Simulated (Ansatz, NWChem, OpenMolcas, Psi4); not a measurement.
Si2H6O (SMILES [SiH3]O[SiH3]): the HOMO–LUMO gap, rung by rung

The species is Si2H6O (9 atoms), meant as a singlet with charge 0. As SMILES, `[SiH3]O[SiH3]`. The coordinates come from a PBE0-D4/def2-TZVP relaxation.

Quantity: the HOMO–LUMO gap, in eV. The values are calculated.

```tsv
level	kind	program	value (eV)
BLYP/cc-pVDZ	GGA	OpenMolcas	6.49
PBE/cc-pVDZ	GGA	Ansatz	6.42
revPBE/cc-pVDZ	GGA	Ansatz	6.53
r2SCAN/cc-pVDZ	meta-GGA	NWChem	7.20
M06-2X/cc-pVDZ	hybrid meta-GGA	NWChem	11.04
PBE0/cc-pVDZ	global hybrid	NWChem	8.78
r2SCAN0/cc-pVDZ	hybrid meta-GGA	Ansatz	9.26
DSD-PBEP86/cc-pVDZ (density fitting for correlation)	double hybrid	Psi4	13.12
```

The values span 6.42 to 13.12 eV. Orbital gaps aren't excitation energies, and those of double hybrids come from the SCF part alone; they tend to grow with the share of exact exchange.
